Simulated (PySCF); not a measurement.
PySCF input:

```python
from pyscf import gto, scf, dft

mol = gto.M(
    atom='''
    C    -0.13468339   -1.70254242   -0.01346726
    C     0.62070568   -0.59582440   -0.00184907
    C     0.02614069    0.67530082    0.00522470
    H    -1.21651456   -1.66781317   -0.01784364
    H     0.33619508   -2.67690930   -0.01882473
    H     1.70529948   -0.60535527    0.00272993
    N    -0.43629138    1.72086322    0.01115740
    H    -0.84391818    2.64243120    0.01638639
    ''',
    basis='def2-tzvpd',
    charge=1,
    spin=0,
    verbose=4,
)

mf = scf.RHF(mol).density_fit(auxbasis='def2-universal-jkfit')
mf.conv_tol = 1e-9
mf.max_cycle = 100
mf.max_memory = 1500
mf.kernel()
if not mf.converged:
    mf = mf.newton()
    mf.kernel(mf.make_rdm1())
mf.analyze()
```

Task: Predict the final energy.

Result: -170.14791 Eh (HF/def2-TZVPD).

It need not be the lowest isomer of its formula.
